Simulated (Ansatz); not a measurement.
fcc Sr was calculated with r²SCAN (PAW; Ansatz, a program for electronic structure).

A relaxed, unreconstructed slab of the (211) face has 12 atoms, two equal faces of 45.637 Å² each and an energy of -42658.9600 eV. A bulk cell of 6 atoms with the same orientation and in-plane k mesh has -21330.6903 eV. Energies are extrapolated to zero smearing.

Settings: plane-wave cutoff 500 eV, 6×14×1 k mesh (along the axes of the cell as run), Fermi–Dirac smearing 0.1 eV, scalar-relativistic PAW data made under PBE.

Worked out: γ = (E_slab − N E_bulk per atom)/2A = [-42658.9600 − 12 × (-21330.6903/6)]/(2 × 45.637) = 0.0265 eV/Å². With 16.022 J/m² per eV/Å² this is 0.42 J/m², or 1.21 eV per surface cell and face.
